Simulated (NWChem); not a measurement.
## Correlation energy of hydrogen chloride (HCl)

```
Cl
H 1 1.2897
```
Charge 0, spin multiplicity 1.

Program: NWChem. All single points use one geometry, from B3LYP/def2-SVP, a minimum by its harmonic frequencies.

Basis set: 6-31G*. Each correlation energy counts from its own Hartree-Fock reference.

| method | correlation energy (mHa) | difference from CCSD(T) |
|---|---|---|
| SCS-MP2 | -129.7 | +20.7 |
| CCSD | -148.1 | +2.3 |
| CCSD(T) | -150.4 | 0.0 |
| CR-CCSD[T] | -150.2 | +0.3 |
| CCSDT | -150.7 | -0.3 |
| CCSD+T(CCSD) | -150.5 | 0.0 |
| CR-CCSD(T) | -150.1 | +0.3 |
| MP2 | -130.9 | +19.5 |

The values span 21.0 mHa, from CCSDT (lowest) to SCS-MP2 (highest). 

The correlated methods keep 5 core orbitals frozen. The Pople sets run with spherical d functions. Differences from the coupled-cluster row are differences between methods, not errors against experiment.
